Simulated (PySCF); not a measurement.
Gas-phase reaction: 6 CH3SiH2 + 2 c-Si3H6 → 3 i-Si4H10 + 2 C3H6 (cyclic)

Energies from PySCF, thermal terms from the rigid-rotor harmonic-oscillator model, ideal gas at 1 bar. † marks an energy on the PBE0/def2-TZVP geometry and frequencies; other levels use their own. MP2 freezes the core. 6-31G* has spherical d functions here. Open shells (unrestricted): CH3SiH2 (multiplicity 2); the rest are closed-shell singlets. B3LYP is the form with VWN-RPA correlation. CH3SiH2, c-Si3H6: computed as isolated molecules; such fragments, hydroxides, amides, oligomers or adducts are transient or little studied in the gas. MP2 isn't extrapolated to the basis-set limit; its ΔH°(298 K) is -831.8 kJ in def2-SVP and -825.4 kJ in def2-TZVPP. The harmonic model lacks anharmonicity and excited electronic states, which grow with temperature; levels with a mode under 35 cm⁻¹ are left out. Internal rotation in CH3SiH2, i-Si4H10 is treated as a harmonic vibration of one conformer, which makes the entropy rough.

```
level               ΔE electronic, kJ  ΔH°(298 K), kJ  ΔS°(298 K), J/K  ΔG°(1600 K), kJ
------------------  -----------------  --------------  ---------------  ---------------
B3LYP/6-31G*                     -797            -785             -515                1
B3LYP/def2-TZVP†                 -773            -760             -522               39
M06-2X/def2-TZVP†                -805            -793             -522                7
MP2/def2-SVP†                    -844            -832             -522              -32
MP2/def2-TZVPP†                  -838            -825             -522              -26
PBE/def2-SVP                     -820            -809             -527               -4
PBE0/def2-SVP†                   -829            -816             -522              -17
PBE0/def2-TZVP                   -795            -783             -522               17
LDA/def2-TZVP†                   -908            -895             -522              -96
ωB97M-V/def2-TZVP†               -866            -853             -522              -54
```
ΔH° is lowest at LDA/def2-TZVP† and highest at B3LYP/def2-TZVP†. No reference value is set beside these.
